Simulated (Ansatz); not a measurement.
Geometry optimisation, RKS B3LYP-D4/def2-SVP (Ansatz).

Input file:

```yaml
crystal:
  periodic: [false, false, false]
  atoms:
    - { symbol: B, position_ang: [0.0, 0.0, 0.0] }
    - { symbol: H, position_ang: [0.0, 0.0, 1.54] }
    - { symbol: H, position_ang: [1.0305, 0.0, -0.595] }
    - { symbol: H, position_ang: [-1.0305, 0.0, -0.595] }
    - { symbol: O, position_ang: [0.0715, -1.6212, 0.5392] }
    - { symbol: H, position_ang: [-0.475, -2.2058, -0.077] }
    - { symbol: H, position_ang: [0.0379, -0.8605, 1.537] }
basis:
  gaussian: { orbitals: def2-SVP }
hamiltonian:
  xc: b3lyp
  dispersion: d4
relax:
  f_tol: 0.15
  max_steps: 25
  restrain:
    - { distance: [0, 4], at: 2.61, k: 30.0 }
    - { distance: [6, 1], at: 1.86, k: 30.0 }
    - { distance: [0, 1], at: 1.19, k: 30.0 }
    - { distance: [6, 4], at: 1.01, k: 30.0 }
output:
  orbitals: {}
```

Command:

```bash
$ ansatz run input.yaml --threads 1 --pin off --max-ram 2048MiB --backend cpu --events-out ev --progress --plain --runs-dir out
```

Problem. Where does it end, and by what steps?

Solution. The run converged. The restraints hold the end off the free minimum; the threshold counts their pulls, which the force column leaves out. Restrained pairs: B1–O5 (1.71 → 2.60 Å), H2–H7 (0.86 → 1.87 Å), B1–H2 (1.54 → 1.20 Å), O5–H7 (1.26 → 0.99 Å). After 10 steps the energy has fallen by 2.169 eV (the restraints' own energy left out); H7 moved furthest, 0.67 Å.

```
step  energy less start (eV)  largest force component (eV/Å)  accepted
   0                  0.0000                           4.478       yes
   1                 -0.5109                           3.091       yes
   2                 -1.1699                           2.555       yes
   3                 -1.6862                           2.207       yes
   4                 -1.9409                           1.198       yes
   5                 -1.8660                           3.665        no
   6                 -2.0352                           1.068       yes
   7                 -2.1048                           0.994       yes
   8                 -2.1553                           0.938       yes
   9                 -2.1677                           0.930       yes
  10                 -2.1693                           0.900       yes
```

```xyz
7
Properties=species:S:1:pos:R:3
B 0.034 0.322 -0.030
H -0.074 0.344 1.164
H 1.113 0.505 -0.530
H -0.956 0.237 -0.709
O 0.180 -2.177 0.654
H -0.733 -2.413 0.431
H 0.070 -1.506 1.370
```

Time of the run: 4.4 s on 1 thread of AMD EPYC 9R45 96-Core Processor (Zen 5), on a shared host, peak memory 0.13 GiB.
